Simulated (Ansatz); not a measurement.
A nudged elastic band was laid between two geometries of AlH3O2 + H2 (8 atoms, charge 0, multiplicity 1).

Level of theory: Ansatz 0.2.0, RKS PBE-D4/def2-SVP.

| Property | Result |
| --- | --- |
| movable images | 5 |
| climbing image | yes |
| spring | 5.0 eV/Å² |
| optimiser | quadratic models (default) |
| start path | through a guess of the saddle point |
| force threshold | 0.03 eV/Å |
| iteration limit | 60 |
| end points | relaxed |

First end point:

```xyz
8
Properties=species:S:1:pos:R:3
Al 0.014 -0.247 0.179
O -0.008 -0.531 1.879
H -0.795 -0.658 2.429
H 1.421 -0.094 -0.519
O -1.367 -0.263 -0.843
H -2.283 -0.425 -0.577
H -0.021 2.300 0.573
H 0.035 1.919 1.244
```

Last end point:

```xyz
8
Properties=species:S:1:pos:R:3
Al 0.114 0.526 -0.092
O -0.035 0.099 1.888
H -0.953 -0.233 1.618
H 1.248 -0.396 -0.747
O -1.544 -0.147 -0.053
H -1.844 -0.863 -0.635
H 0.190 2.128 -0.063
H -0.178 0.888 2.448
```

Q: Which bonds break or form, and what moves?

A: Bonds broken: H7–H8. Bonds formed: Al1–H7, O2–H8. AlH3O2 + H2 becomes AlH5O2.

Q: What energy profile does the band end with?

A: The forces met the threshold. The highest image is number 3 of 0 to 6, 16.1 kcal/mol above the first end and 13.3 kcal/mol above the last; the last end lies 2.8 kcal/mol above the first. The profile has 2 maxima (images 1, 3) with wells between them (image 2): this band takes more than one step, which may be the mechanism or a detour left from its start path. A structure lower than the first end lies on the path between it and the top, so the climb from that side starts below the end, which may itself be a saddle point or a shallow side well. A vibrational analysis at the climbing image gives one clearly imaginary mode, 1001i cm⁻¹: a first-order saddle point. The orbitals stay closed-shell, which can raise the energy where a bond breaks towards radicals; this wasn't checked here.

| image | path coordinate (Å) | energy (kcal/mol) | H7–H8 (Å) | Al1–H7 (Å) | O2–H8 (Å) |
| --- | --- | --- | --- | --- | --- |
| 0 | 0.00 | 0.0 | 0.77 | 2.58 | 2.53 |
| 1 | 1.06 | 1.1 | 0.77 | 2.33 | 3.00 |
| 2 | 2.13 | -0.3 | 0.78 | 2.51 | 2.32 |
| 3 | 3.19 | 16.1 | 1.08 | 1.79 | 1.25 |
| 4 | 3.81 | 7.8 | 1.80 | 1.64 | 1.00 |
| 5 | 4.43 | 4.3 | 2.40 | 1.62 | 0.98 |
| 6 | 5.05 | 2.8 | 2.82 | 1.60 | 0.98 |

Q: What is the geometry of the highest image?

A: 
```xyz
8
Properties=species:S:1:pos:R:3:forces:R:3
Al -0.031 0.146 0.090 0.00 0.00 0.00
O 0.047 0.067 1.972 0.00 0.00 0.00
H -0.791 -0.165 2.419 0.00 0.00 0.00
H 1.268 -0.282 -0.720 0.00 0.00 0.00
O -1.644 -0.274 -0.356 0.00 0.00 0.00
H -1.897 -0.578 -1.241 0.00 0.00 0.00
H 0.040 1.847 0.654 0.00 0.00 0.00
H 0.005 1.239 1.546 0.00 0.00 0.00
```

Time of the run: 55 s on 1 thread of AMD EPYC 9R45 96-Core Processor (Zen 5) (shared host), peak memory 0.14 GiB.
